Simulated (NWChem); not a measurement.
**Total energies of disilane (H$_{6}$Si$_{2}$)**

```xyz
8

Si     1.1759     0.0521     0.0000
Si    -1.1759    -0.0521     0.0000
H      1.6663     0.7806     1.2230
H      1.6663     0.7806    -1.2230
H      1.7601    -1.3356     0.0000
H     -1.6663    -0.7806     1.2230
H     -1.6663    -0.7806    -1.2230
H     -1.7601     1.3356     0.0000
```
Charge 0, spin multiplicity 1.

Program: NWChem. All single points use one geometry, from PBE/def2-SVP, a minimum by its harmonic frequencies.

Basis set: 6-31G* (48 functions).

```tsv
method	total energy (Ha)
RHF	-581.30116
MP2	-581.46080
B2PLYP	-582.24341
PBE	-582.21158
B3LYP	-582.57865
BP86	-582.58775
CCSD(T)	-581.50988
```

Total energies of different functionals aren't comparable as a measure of quality: only differences taken within one method are. 

The correlated methods keep 10 core orbitals frozen. B3LYP has NWChem's definition, with VWN1-RPA local correlation. The Pople sets run with spherical d functions. No row is a measurement; the coupled-cluster row has its own basis-set and correlation limits.
